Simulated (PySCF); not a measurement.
**Magnetisability: `[H]/N=C\OC(C)=O`, C3H5NO2**

Cartesian coordinates in Å; atom numbers follow the order of the lines, from 1:
```xyz
11

C    -1.805    0.444   -0.089
C    -0.491   -0.279   -0.009
O    -0.352   -1.468    0.050
O     0.529    0.615   -0.011
C     1.856    0.236    0.055
N     2.388   -0.879    0.126
H    -1.835    1.039   -0.999
H    -2.618   -0.275   -0.084
H    -1.898    1.120    0.758
H     2.467    1.133    0.038
H     1.765   -1.684    0.139
```

Method used: GIAO BHandHLYP/pcSseg-1 magnetisability, rotational g tensor and spin-rotation constants, non-relativistic, gas phase in PySCF 2.14.0. Geometry: GFN2-xTB.

Q: How diamagnetic is it, and how anisotropic?

A: Isotropic -723 × 10⁻³⁰ J/T², or -43.5 × 10⁻⁶ cm³/mol; principal values -818, -743, -608 × 10⁻³⁰ J/T², anisotropy 184 × 10⁻³⁰ J/T² (root of half the summed squared differences of the principal values). The susceptibility is in cgs units.

Q: Split it along the inertial axes a, b, c into diamagnetic and paramagnetic parts about the centre of mass, with the quadrupole moment.

A: 
```csv
axis,χ (10⁻⁶ cm³/mol),diamagnetic (10⁻⁶ cm³/mol),paramagnetic (10⁻⁶ cm³/mol),summed x² of all electrons (Å²),quadrupole Θ (D Å)
a,-44.5,-200.8,156.3,113.3,-1.68
b,-36.9,-517.8,480.9,38.6,-0.66
c,-49.2,-644.6,595.4,8.7,+2.34
```
Anisotropies 2χaa − χbb − χcc = -2.8 and 2χbb − χaa − χcc = +19.9 × 10⁻⁶ cm³/mol. Θ is traceless in Buckingham's convention.

Q: And the rotational g tensor?

A: 
| axis | rotational constant (GHz) | g | nuclear part | electronic part |
| --- | --- | --- | --- | --- |
| a | 8.8459 | -0.0754 | 0.5742 | -0.6495 |
| b | 2.7016 | -0.0334 | 0.5770 | -0.6104 |
| c | 2.0963 | -0.0155 | 0.5709 | -0.5864 |

Asymmetric top; isotopes 12C, 1H, 14N, 16O; no vibrational averaging.
